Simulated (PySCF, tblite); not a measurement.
**C₃H₁₁P₂+: geometry, infrared bands and NMR shifts**

What infrared bands and NMR shifts should C₃H₁₁P₂+ (`C[P+](C)(C)P`) show?

Computed with tblite 0.8.0 and PySCF 2.14.0, with density-fitted response routines of our own, on a single molecule in the gas phase. Atoms are numbered from 0 throughout.

**1. Starting geometry**

16 atoms, charge 1, multiplicity 1; geometry from: force field or distance geometry start.

Bonds of the start (Å): C0–P1 1.82, P1–C2 1.81, P1–C3 1.81, P1–P4 2.14, C0–H5 1.11, C0–H6 1.10, C0–H7 1.10, C2–H8 1.12, C2–H9 1.11, C2–H10 1.11, C3–H11 1.13, C3–H12 1.09, C3–H13 1.11, P4–H14 1.46, P4–H15 1.46.

**2. Geometry optimisation with GFN2-xTB**

Job settings and geometry (Å):

```
{"job": {"kind": "relax", "xc": "GFN2-xTB", "basis": "xTB"}, "charge": 1, "multiplicity": 1}
C     -0.643300    -1.079600     1.198000
P      0.047400     0.001000    -0.099300
C     -0.037200     1.732700     0.432300
C      1.760600    -0.517600    -0.371400
P     -1.061600    -0.163300    -1.922400
H     -1.741500    -1.112800     1.043000
H     -0.397800    -0.633700     2.175200
H     -0.240500    -2.100200     1.076800
H     -0.656900     1.776000     1.362500
H     -0.557800     2.375600    -0.302300
H      1.005800     2.055000     0.613100
H      2.030100    -1.219900     0.466200
H      1.767700    -1.110800    -1.288400
H      2.441700     0.357200    -0.394500
H     -1.857700     1.020900    -2.207600
H     -1.866500    -1.371700    -1.792500
```

Started as:

```bash
> OMP_NUM_THREADS=1 python probes_run.py task.json out
```

This one command runs all jobs of the session in turn.

**Question.** This job is followed by: GFN2-xTB harmonic vibrations, gas phase; GIAO PBE0/pcSseg-1 NMR shielding, non-relativistic, gas phase. What will the session give for the following? strongest single infrared mode (GFN2-xTB); zero-point energy (GFN2-xTB); 13C shifts against TMS (PBE0/pcSseg-1, means over atoms taken as alike); 1H shifts against TMS (PBE0/pcSseg-1, means over atoms taken as alike); 31P shifts against H3PO4 (PBE0/pcSseg-1).

**Answer**, as computed:

```
                                                               quantity                 value
                              strongest single infrared mode (GFN2-xTB)  925 cm⁻¹, 190 km/mol
                                           zero-point energy (GFN2-xTB)         80.0 kcal/mol
13C shifts against TMS (PBE0/pcSseg-1, means over atoms taken as alike)              16.6 ppm
 1H shifts against TMS (PBE0/pcSseg-1, means over atoms taken as alike)        3.23, 2.06 ppm
                               31P shifts against H3PO4 (PBE0/pcSseg-1)       3.3, -213.1 ppm
```

The optimisation took 99 steps and gained 1.107 eV; among the close pairs (by a distance rule), P4–H15 changed most, from 1.458 to 1.399 Å. All 42 modes are real, so the xTB geometry is a minimum. The strongest single mode, at 925 cm⁻¹, has its largest shares on H11, H10, P1 and H6 (the list is cut at 4 atoms). GFN2-xTB is a fitted tight-binding method: band positions and strengths are rough. Its intensities can rank the bands wrongly. At PBE0/pcSseg-1: Shielding is most anisotropic at P4 (span 104 ppm, paramagnetic term -435 ppm). At PBE0/pcSseg-1, counted by nearest atom on the grid, the HOMO lies on P4 65 %; H14, H15 about 9 % each, the LUMO on P4 42 %; P1 22 %.
